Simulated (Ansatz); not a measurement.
Reaction (atomization): `[NH2][AlH][NH2]` → Al• + 5 H• + 2 N•

Calculated with Ansatz (gas phase, PBE0-D4/def2-TZVP geometries, no zero-point term in ΔE). CCSD(T)/CBS is frozen-core, at the limit of the def2 triple- and quadruple-zeta sets. Functionals use def2-TZVPP. HSE06 is defined as in plane-wave codes. No spin–orbit coupling; open shells (•) take unrestricted orbitals. Spin–orbit coupling would lower the free atoms: a little for Al. One conformer a species, not always the lowest.

`[NH2][AlH][NH2]`:

```xyz
8

N    -1.541   -0.248    0.017
Al    0.094    0.052   -0.589
N     1.452    0.199    0.535
H    -1.812   -0.351    0.981
H    -2.346   -0.340   -0.580
H     0.343    0.188   -2.143
H     1.409    0.130    1.538
H     2.400    0.370    0.241
```

```tsv
level	ΔE (eV)
BLYP-D4	27.35
BHLYP-D4	26.45
BLYP	27.11
HSE06	26.79
BHLYP	26.32
HF/def2-SVP	18.44
HF/def2-TZVPP	18.61
MP2/def2-TZVPP	26.54
```

Problem. What does CCSD(T)/CBS give? (Estimate.)

Solution. The calculation gave: +27.23 eV. The listed levels differ from it by 0.12, -0.78, -0.12, -0.44, -0.91, -8.79, -8.62, -0.69 eV.

Largest T1 diagnostic among the species: 0.018.

From r2SCAN to r2SCAN0 (25 % exact exchange), in def2-TZVPP and without D4, ΔE moves by −0.47 eV: exact exchange takes away binding that semilocal exchange gives to molecules. Leaving LDA and LC-ωPBE aside and taking each functional with its dispersion term where it has one, the values, not all of them listed here, spread over 1.00 eV, from BHLYP-D4 to CAM-B3LYP-D4. LDA lies +3.38 eV from PBE without D4, its usual overbinding.

CCSD(T)/CBS has its own doubt, a few kJ/mol and more with outer-core shells, so smaller differences from it don't rank the levels.
